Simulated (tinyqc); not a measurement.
Worked calculation: ROHF in the sto-6g basis, for NH, spin multiplicity 3. One step of it, computed by the program tinyqc.

Problem. Iteration 1: diagonalisation and new density. Diagonalise F' = X^T F X, C = X C', fill 5 alpha and 3 beta electrons from the bottom; D(s) = C_occ C_occ^T. Each column has its largest component positive (the first on a tie).

effective F (hartree), lower triangle:
```
,1N 1s,1N 2s,1N 2px,1N 2py,1N 2pz,2H 1s
1N 1s,-15.493669
1N 2s,-3.536564,-1.469730
1N 2px,-0.030505,-0.048556,-0.212281
1N 2py,0.208891,0.052980,0.061448,0.039789
1N 2pz,-0.000142,-0.057105,0.006304,0.016019,-0.281016
2H 1s,-0.400809,-0.351166,-0.030332,0.079464,-0.178703,-0.115726
```

X, lower triangle:
```
,1N 1s,1N 2s,1N 2px,1N 2py,1N 2pz,2H 1s
1N 1s,1.021158
1N 2s,-0.123816,1.069645
1N 2px,0.000000,0.000000,1.000000
1N 2py,0.000000,0.000000,0.000000,1.000000
1N 2pz,-0.005005,0.047724,0.000000,0.000000,1.046375
2H 1s,0.016727,-0.191766,0.000000,0.000000,-0.187018,1.093943
```

Give: F' = X^T F X; orbital energies; coefficients C; D(alpha) after iteration 1; D(beta) after iteration 1.

Solution.

F' = X^T F X (hartree), lower triangle:
```
,1,2,3,4,5,6
1,-15.2968
2,-1.6981,-0.8648
3,-0.0257,-0.0420,-0.2123
4,0.2080,0.0163,0.0614,0.0398
5,-0.0127,-0.0258,0.0101,0.0034,-0.2440
6,-0.0010,-0.1589,-0.0256,0.0773,-0.1391,0.0177
```

orbital energies (hartree): MO1 -15.4968, MO2 -0.7126, MO3 -0.2902, MO4 -0.2261, MO5 0.0145, MO6 0.1508

coefficients C:
```
,MO1,MO2,MO3,MO4,MO5,MO6
1N 1s,1.0000,-0.2288,0.0448,0.0226,-0.0189,0.0564
1N 2s,0.0001,0.9949,-0.2272,-0.1362,0.1951,-0.3170
1N 2px,0.0020,0.0867,-0.0409,0.9586,0.2632,0.0517
1N 2py,-0.0134,-0.0216,-0.0829,-0.2455,0.7759,0.5746
1N 2pz,0.0014,0.1251,0.8892,-0.0574,0.3877,-0.4150
2H 1s,-0.0042,0.0505,0.2303,0.1233,-0.6087,0.9096
```

D(alpha) after iteration 1, lower triangle:
```
,1N 1s,1N 2s,1N 2px,1N 2py,1N 2pz,2H 1s
1N 1s,1.0552
1N 2s,-0.2445,1.0981
1N 2px,-0.0029,0.0164,0.9973
1N 2py,-0.0324,0.1821,-0.0297,0.6698
1N 2pz,0.0040,0.0059,0.0215,0.2385,0.9600
2H 1s,0.0088,-0.1376,-0.0470,-0.5227,-0.0320,0.4413
```

D(beta) after iteration 1, lower triangle:
```
,1N 1s,1N 2s,1N 2px,1N 2py,1N 2pz,2H 1s
1N 1s,1.0544
1N 2s,-0.2377,1.0415
1N 2px,-0.0196,0.0956,0.0092
1N 2py,-0.0122,-0.0027,0.0015,0.0075
1N 2pz,0.0126,-0.0775,-0.0255,-0.0764,0.8063
2H 1s,-0.0055,-0.0020,-0.0050,-0.0201,0.2111,0.0556
```
